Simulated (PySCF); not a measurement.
# HBS (hydrogen boron sulfide): PBE0/STO-3G

What is the vertical ionisation energy of HBS (hydrogen boron sulfide) at PBE0/STO-3G? 

Program for the calculation: PySCF 2.14.0.

9 further runs of the same task are left out: 9 set aside as unsound or not needed.

## 1. The system as given

HBS: 3 atoms, total charge 0, spin state singlet. SMILES: `B=S`. The shape is that of a GFN2-xTB optimisation.

Bond lengths: B1–S2 1.592 Å, B1–H3 1.144 Å. Angles: S2–B1–H3 179.9°.

## 2. The energy at PBE0/STO-3G

run.py

```python
from pyscf import gto, dft

mol = gto.M(
    atom='''
B     -0.077535    -0.030425     0.269362
S      0.747047     0.276864    -2.607180
H     -0.669530    -0.246439     2.337799
''',
    unit='bohr',
    charge=0,
    spin=0,
    max_memory=1860,
    basis='sto-3g',
    verbose=3,
)

ks = dft.RKS(mol, xc='pbe0')
ks.conv_tol = 1e-10
ks.grids.level = 5
ks.kernel()
if not ks.converged:
    ks = ks.newton().run(ks.mo_coeff, ks.mo_occ)

e_tot = ks.e_tot
print('E(%s) = %.9f' % ('PBE0', e_tot))
```

The run is started by

```sh
OMP_NUM_THREADS=1 python run.py
```

Output:

```text
converged SCF energy = -418.758522618708
E(PBE0) = -418.758522619
```

Run time: 1.3 s. Hardware: 1 thread of Arm Neoverse V2, shared host; peak memory 0.17 GiB.

## 3. The doublet cation at the same level

run.py

```python
from pyscf import gto, dft

molecule = gto.M(
    atom='''
B     -0.041030    -0.016100     0.142540
S      0.395320     0.146510    -1.379660
H     -0.354300    -0.130410     1.237110
''',
    spin=1,
    basis='sto-3g',
    verbose=3,
    charge=1,
    max_memory=1860,
)

mf = dft.UKS(molecule)
mf.xc = 'pbe0'
mf.grids.level = 5
mf.conv_tol = 1e-10
mf.kernel()
if not mf.converged:
    mf = mf.newton().run(mf.mo_coeff, mf.mo_occ)

e_tot = mf.e_tot
print('E(%s) = %.9f' % ('PBE0', e_tot))
```

The run is started by

```sh
OMP_NUM_THREADS=1 python run.py
```

Output:

```text
WARN: HOMO -0.286879697999663 >= LUMO -0.286879697999664

converged SCF energy = -418.415861757576  <S^2> = 0.75164493  2S+1 = 2.0016443
E(PBE0) = -418.415861758
```

It took 1.9 s on 1 thread of Arm Neoverse V2, shared host; peak memory 0.17 GiB.

## 4. Summary of results

At PBE0/STO-3G:

| quantity | value |
| --- | --- |
| singlet HBS: total energy | -418.75852 Eh |
| singlet HBS: dipole moment | 0.33 D |
| singlet HBS: HOMO energy | -5.66 eV |
| singlet HBS: LUMO energy | 3.15 eV |
| singlet HBS: HOMO–LUMO gap | 8.81 eV |
| doublet cation: total energy | -418.41586 Eh |
| doublet cation: HOMO energy (highest over α and β) | -15.72 eV |
| doublet cation: LUMO energy (lowest over α and β) | -12.89 eV |
| doublet cation: ⟨S²⟩ | 0.752 |
| vertical ionisation energy (to the doublet cation) | 9.324 eV |

The vertical ionisation energy comes to 9.32 eV (215 kcal/mol). The negative HOMO energy of the first species, 5.66 eV, lies 3.66 eV below that difference. In a minimal basis such a difference can be off by several eV, whatever the method. Mulliken charges (doublet cation) run from +0.12 on H3 to +0.60 on S2; they depend strongly on the basis.
